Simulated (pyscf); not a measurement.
Thermochemistry of product channels of H₃Sn–SnH₃ (SMILES [SnH3][SnH3]) + H₂O (SMILES O) on the singlet surface, in kcal/mol, from ωB97M-D3(BJ)/def2-TZVP energies (ideal gas, 1 atm, RRHO with modes under 100 cm⁻¹ raised to 100, one conformer, R ln 2 for chiral ones without a mode under 150 cm⁻¹). Single points on ωB97X-D3(BJ)/def2-SVP structures (PySCF, gas phase).

```csv
products,ΔE,ΔH(298 K),ΔG(900 K),ΔG(1200 K)
HO–SnH₃ (SMILES [OH][SnH3]) + SnH₄ (SMILES [SnH4]),?,+8.3,+8.1,+8.1
HO–SnH₂–SnH₃ (SMILES [OH][SnH2][SnH3]) + H₂ (SMILES [H][H]),+2.2,-0.2,+0.6,?
```

Problem. Some entries are withheld; supply them.

Solution. 
- HO–SnH₃ (SMILES [OH][SnH3]) + SnH₄ (SMILES [SnH4]), ΔE: +10.7
- HO–SnH₂–SnH₃ (SMILES [OH][SnH2][SnH3]) + H₂ (SMILES [H][H]), ΔG(1200 K): +0.1

These are energies of the channels, which say nothing of barriers. Elements past Kr carry the def2 core potentials, without spin-orbit coupling.
